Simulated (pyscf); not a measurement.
Structures and frequencies: ωB97X-D3(BJ)/def2-SVP in PySCF.

Estimate by transition-state theory the rate constant of •S–Ga(Cl)–Cl (SMILES [S][Ga]([Cl])[Cl]) + H₂ (SMILES [H][H]) → HS–Ga(Cl)–Cl (SMILES [SH][Ga]([Cl])[Cl]) + H• (SMILES [H]) (doublet surface; H–H broken, H–S formed) at 1200 K, with ωB97M-D3(BJ)/def2-TZVP energies (ideal gas, 1 atm, RRHO with modes under 100 cm⁻¹ raised to 100, one conformer, R ln 2 for chiral ones without a mode under 150 cm⁻¹; no tunnelling).

The electronic barrier is 16.7 kcal/mol and the thermal terms add +25.8, so ΔG‡ = 42.5 kcal/mol. With k_BT/h = 2.50e+13 s⁻¹ and RT = 2.385 kcal/mol, and a volume of 1.64e-19 cm³ per molecule at 1 atm, k = 7.4e-14 cm³ molecule⁻¹ s⁻¹. Wigner's tunnelling factor for 968i cm⁻¹ would be 1.06. A shift of 1 kcal/mol in the barrier changes k by a factor 1.5. This is the saddle that the search found; another between the same sides may lie lower. The angle at the transferred H is 175°. Elements up to Kr have no core potential and no relativistic terms here.
